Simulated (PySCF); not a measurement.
**CH: energy against distance**

Set-up: H def2-TZVP, C def2-TZVP; no relativity (PySCF 2.14). Energies in eV from H + C in their ground configurations at the same level. State: ²Π (doublet), unpaired electrons π ↑.

| R (Å) | PBE0 |
| --- | --- |
| 0.968 | -3.111 |
| 1.013 | -3.363 |
| 1.058 | -3.510 |
| 1.092 | -3.565 |
| 1.126 | -3.581 |
| 1.160 | -3.566 |
| 1.205 | -3.506 |
| 1.261 | -3.383 |
| 1.329 | -3.184 |
| 1.419 | -2.867 |

Question: Put a parabola through the three lowest points of the PBE0 curve and estimate Re, k and ωe (reduced mass 0.9297 u; 1 eV/Å² = 0.16022 mdyn/Å; ωe = 1302.8·√(k/μ) cm⁻¹).

Answer: Through R = 1.092, 1.126, 1.16 Å the second-order coefficient is 13.4 eV/Å², so Re ≈ 1.127 Å, k ≈ 4.30 mdyn/Å and ωe ≈ 2801 cm⁻¹. A polynomial fit of higher order to the unrounded PBE0 energies gives Re = 1.126 Å, k = 4.44 mdyn/Å, ωe = 2846 cm⁻¹; anharmonicity and rounding make the difference.

The higher-order fit for each curve: PBE0: Re = 1.126 Å, ωe = 2846 cm⁻¹, De = 3.58 eV.

The state was picked by a PBE0 search and need not be the measured ground state.
